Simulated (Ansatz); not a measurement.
Input file:

```yaml
crystal:
  periodic: [false, false, false]
  atoms:
    - {symbol: P, position_ang: [0.000000, 0.000000, 0.000000]}
    - {symbol: P, position_ang: [0.000000, 0.000000, 1.867000]}
basis:
  gaussian: {orbitals: 6-31G}
magnetization: {spin_polarized: false, initial_magnetization: 2}
correlation: {method: fic_mrcisd_q_relaxed, electrons: all, active_space: {window: {electrons: 6, orbitals: 5}, states: [{multiplicity: 3, weights: [1, 1, 1]}, {multiplicity: 5, weights: [1]}], root: 0}}
```

```sh
$ ansatz run in.yaml --threads 1 --pin off --events-out ev --progress --plain --max-ram 2393MiB
```

Log:

```
490 factors; integrals over basis functions are off by at most 2.7e-8 eV
mean field evaluation 1: about -18537.1694 eV, gradient 5.4e0 eV
mean field evaluation 2: about -18537.1752 eV, gradient 5.4e0 eV
mean field evaluation 4: about -18537.3771 eV, gradient 2.5e-1 eV
mean field evaluation 8: about -18537.3777 eV, gradient 2.3e-6 eV
mean field evaluation 16: about -18537.9302 eV, gradient 1.4e0 eV
mean field evaluation 32: about -18538.0149 eV, gradient 4.8e0 eV
mean field evaluation 64: about -18537.9150 eV, gradient 1.9e0 eV
mean field evaluation 96: about -18537.3777 eV, gradient 5.0e-4 eV
mean field -18538.34195077 eV, -681.2715009514 hartree, gradient 2.1e-6 eV, S^2 2.000000; 16 other end points of the search recorded, 0 dependent functions left out
reference -18538.34195077 eV, -681.2715009514 hartree; 16, 14 occupied and 10, 12 virtual orbitals, 490 factors
state -18539.54724010 eV, -681.3157945171 hartree
state -18538.55764996 eV, -681.2794277502 hartree
state -18538.55764996 eV, -681.2794277502 hartree
contracted CI cycle   1: correlation 0.00000000 eV, 0.0000000000 hartree, residual 1.13e1 eV
contracted CI cycle   2: correlation -1.85642182 eV, -0.0682222435 hartree, residual 2.10e0 eV
...
contracted CI cycle   9: correlation -1.99047132 eV, -0.0731484717 hartree, residual 1.32e-3 eV
state -18538.51821052 eV, -681.2779783776 hartree; corrected -18540.61331418 eV, -681.3549720170 hartree
state -18538.51821052 eV, -681.2779783776 hartree; corrected -18540.61331418 eV, -681.3549720170 hartree
state -18536.73226899 eV, -681.2123462369 hartree
contracted CI cycle   1: correlation 0.00000000 eV, 0.0000000000 hartree, residual 1.07e1 eV
contracted CI cycle   2: correlation -1.59881151 eV, -0.0587552391 hartree, residual 2.55e0 eV
contracted CI cycle   3: correlation -1.67424033 eV, -0.0615271974 hartree, residual 6.40e-1 eV
contracted CI cycle   4: correlation -1.68062006 eV, -0.0617616481 hartree, residual 2.05e-1 eV
contracted CI cycle   5: correlation -1.68138700 eV, -0.0617898325 hartree, residual 7.09e-2 eV
contracted CI cycle   6: correlation -1.68147106 eV, -0.0617929218 hartree, residual 2.10e-2 eV
contracted CI cycle   7: correlation -1.68147999 eV, -0.0617932499 hartree, residual 7.53e-3 eV
contracted CI cycle   8: correlation -1.68148140 eV, -0.0617933018 hartree, residual 3.28e-3 eV
contracted CI cycle   9: correlation -1.68148158 eV, -0.0617933083 hartree, residual 1.03e-3 eV
state -18536.73226899 eV, -681.2123462369 hartree; corrected -18538.49001006 eV, -681.2769420298 hartree
state -18539.51083549 eV, -681.3144566723 hartree; corrected -18541.60428334 eV, -681.3913894621 hartree
state -18538.51821052 eV, -681.2779783776 hartree; corrected -18540.61331418 eV, -681.3549720170 hartree
state -18538.51821052 eV, -681.2779783776 hartree; corrected -18540.61331418 eV, -681.3549720170 hartree
state -18536.73226899 eV, -681.2123462369 hartree; corrected -18538.49001006 eV, -681.2769420298 hartree
WARN: the results are in doubt because another end's mean lies 0.029 eV lower, and its corrected mean 0.003 eV higher
Total energy: -18541.60428334 eV, -681.3913894621 hartree
In doubt: another end's mean lies 0.029 eV lower, and its corrected mean 0.003 eV higher
```

Ran on 1 thread of Arm Neoverse V1, shared host: 3.6 s wall, 0.16 GiB peak host memory.
